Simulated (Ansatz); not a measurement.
Rock-salt MgO was calculated with G0W0@PBEsol (hard PAW, contour deformation; Ansatz, a quantum-chemistry and plane-wave program).

The same calculation (at the measured cell, 9.348 Å³/atom) with different numerical settings; throughout: k mesh 2×2×2:

```
run  response cutoff (eV)  empty bands  quasiparticle gap on the mesh (eV)  quasiparticle gap at Γ (eV)      rough time
---  --------------------  -----------  ----------------------------------  ---------------------------  --------------
1                     100           78                               6.166                        6.166  under 3 core-s
2                     150          143                               6.352                        6.352  under 3 core-s
3                     200          221                               6.475                        6.475        5 core-s
4                     250          308                               6.541                        6.541        7 core-s
5                     300          405                               6.578                        6.578       10 core-s
6                     400          624                               6.617                        6.617       20 core-s
7                     500          872                               6.635                        6.635       40 core-s
```

In the column quasiparticle gap on the mesh (eV) the first row differs from the last by -0.469 and the next to last by -0.018.

The last row is no converged limit: other settings stay fixed.
